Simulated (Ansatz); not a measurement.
Born–Oppenheimer molecular dynamics of CH5Si2 (8 atoms, charge 1, multiplicity 1). It starts at the highest image of a converged band. Of that band: The profile has 2 maxima (images 3, 5) with wells between them (image 4): this band takes more than one step, which may be the mechanism or a detour left from its start path. A vibrational analysis at the climbing image gives one clearly imaginary mode, 719i cm⁻¹: a first-order saddle point.

Theory: RKS BLYP-D4/def2-SVP (Ansatz 0.2.0).

```
ensemble                      : NVE (velocity Verlet)
time step                     : 0.5 fs
steps asked                   : 200
starting velocities drawn for : 300 K
seed                          : 7824
```

First frame:

```xyz
8
Properties=species:S:1:pos:R:3
Si -1.234 0.412 -1.800
C 0.160 -0.094 -0.700
Si 0.252 -0.621 1.061
H -1.508 1.833 -1.329
H 1.126 -0.329 -1.200
H -0.956 -0.433 1.902
H 0.836 0.793 0.597
H 1.326 -1.562 1.469
```

Task: How far do the bonds stretch over the last three quarters of this one trajectory? (Pairs bonded in most of those frames.)

Result: 
| bond | mean (Å) | spread (Å) | shortest | longest |
| --- | --- | --- | --- | --- |
| Si1–C2 | 1.737 | 0.032 | 1.69 | 1.81 |
| Si1–H4 | 1.515 | 0.035 | 1.45 | 1.58 |
| C2–Si3 | 1.950 | 0.022 | 1.90 | 1.99 |
| C2–H5 | 1.119 | 0.026 | 1.08 | 1.16 |
| Si3–H6 | 1.495 | 0.023 | 1.46 | 1.53 |
| Si3–H7 | 1.502 | 0.012 | 1.48 | 1.52 |
| Si3–H8 | 1.496 | 0.022 | 1.46 | 1.53 |

Mean temperature of the second half: 381 K. The conserved energy stayed within 0.088 meV per atom of its start (net change 0.045 meV per atom), so the integration is sound. A run of 0.1 ps of so small a system gives no equilibrium averages. The orbitals stay closed-shell, which can raise the energy where a bond breaks towards radicals; this wasn't checked here. Limits of this set-up: the dipole of an ion depends on the origin.

Time of the run: 6.3 min on 1 thread of Arm Neoverse V1, with other jobs on the host, peak memory 0.15 GiB.
